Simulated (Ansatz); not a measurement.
in.yaml

```yaml
crystal:
  periodic: [false, false, false]
  atoms:
    - {symbol: Si, position_ang: [0.000000, -0.005564, 1.456844]}
    - {symbol: P, position_ang: [0.000000, -0.036332, -1.301984]}
    - {symbol: H, position_ang: [0.000000, 1.271517, -0.584213]}
basis:
  gaussian: {orbitals: cc-pVDZ}
correlation: {method: fic_mrcisd_q, electrons: outside_noble_gas, active_space: {window: {electrons: 10, orbitals: 9}, shells: [{species: H, l: s, shell: 1}, {species: P, l: s, shell: 3}, {species: P, l: p, shell: 3}, {species: Si, l: s, shell: 3}, {species: Si, l: p, shell: 3}]}}
```

```sh
$ ansatz run in.yaml --threads 1 --pin off --events-out ev --progress --plain --max-ram 2816MiB --backend cpu
```

Log:

```
779 factors; integrals over basis functions are off by at most 1.5e-7 eV
mean field evaluation 1: about -17141.8274 eV, gradient 2.4e1 eV
mean field evaluation 2: about -17141.8292 eV, gradient 2.4e1 eV
mean field evaluation 4: about -17145.5001 eV, gradient 3.3e0 eV
mean field evaluation 8: about -17145.6021 eV, gradient 1.9e-1 eV
mean field evaluation 16: about -17128.5345 eV, gradient 1.4e1 eV
mean field evaluation 32: about -17145.6054 eV, gradient 4.7e-2 eV
mean field evaluation 64: about -17144.0832 eV, gradient 7.7e0 eV
mean field evaluation 96: about -17144.7184 eV, gradient 8.7e0 eV
mean field -17145.60549802 eV, -630.0893803434 hartree, gradient 2.7e-6 eV, S^2 0.000000; 8 other end points of the search recorded, 0 dependent functions left out; unrestricted orbitals would lower it
reference -17145.60549802 eV, -630.0893803434 hartree; 15, 15 occupied and 26, 26 virtual orbitals, 779 factors
state -17149.08578561 eV, -630.2172785533 hartree
contracted CI cycle   1: correlation 0.00000000 eV, 0.0000000000 hartree, residual 1.35e1 eV
contracted CI cycle   2: correlation -3.68039414 eV, -0.1352519900 hartree, residual 2.82e0 eV
contracted CI cycle   3: correlation -3.83167209 eV, -0.1408113519 hartree, residual 5.65e-1 eV
contracted CI cycle   4: correlation -3.83784753 eV, -0.1410382954 hartree, residual 1.23e-1 eV
contracted CI cycle   5: correlation -3.83813142 eV, -0.1410487283 hartree, residual 3.13e-2 eV
contracted CI cycle   6: correlation -3.83814988 eV, -0.1410494064 hartree, residual 7.61e-3 eV
contracted CI cycle   7: correlation -3.83815093 eV, -0.1410494451 hartree, residual 1.81e-3 eV
contracted CI cycle   8: correlation -3.83815099 eV, -0.1410494473 hartree, residual 4.21e-4 eV
state -17149.08578561 eV, -630.2172785533 hartree; corrected -17153.27243174 eV, -630.3711349609 hartree
Total energy: -17153.27243174 eV, -630.3711349609 hartree
Checks for a lower state left out: starts, orbital_swaps
```

Natural occupations: 1.9915 1.9619 1.9513 1.8826 1.7038 0.3009 0.1156 0.0576 0.0346.

For the same geometry and basis RCCSDTQ lies 5.7 meV higher.

Ran on 1 thread of AMD EPYC 7R13, shared host: 4.8 s wall, 0.39 GiB peak host memory.
